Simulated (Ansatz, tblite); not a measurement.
# Zinc-blende AlAs, elastic constant C44

Reference value: 56.6 ± 0.7 GPa (measured, temperature not stated, not corrected to a static lattice; as tabulated in Krieger et al. (1995), doi:10.1063/1.114098).

Q: Put these levels in order of the elastic constant C44 that they give for zinc-blende AlAs, smallest first: B3LYP (VWN-RPA form) (Ansatz, a quantum-chemistry and plane-wave program), GFN1-xTB (tblite), PBE-D3(BJ) (Ansatz).

A: GFN1-xTB (35.2 GPa), PBE-D3(BJ) (53.0 GPa), B3LYP (VWN-RPA form) (58.2 GPa)

Unless a cell is named, each level is at its own relaxed cell (GFN1-xTB 21.72, PBE-D3(BJ) 22.72, B3LYP (VWN-RPA form) 23.57 Å³/atom).

Differences against the reference: GFN1-xTB -38 %, PBE-D3(BJ) -6.4 %, B3LYP (VWN-RPA form) +2.8 %.

The reference has no zero-point or thermal correction, while the calculations are for a static lattice, so the differences are not the levels' errors alone. A static lattice is as a rule stiffer than a warm one, by over a tenth in soft solids.  PBE-D3(BJ): the dispersion coefficients are held fixed in the derivatives. GFN1-xTB: the method was fitted mainly to molecules. GFN1-xTB: the run uses a supercell at the zone centre in place of a k mesh. Each level is taken at its own relaxed cell. K meshes differ between the levels. Ansatz's density-functional and Hartree–Fock values are scalar-relativistic unless marked +SOC, with PAW data made under PBE.

Differences are worked out from the printed values.
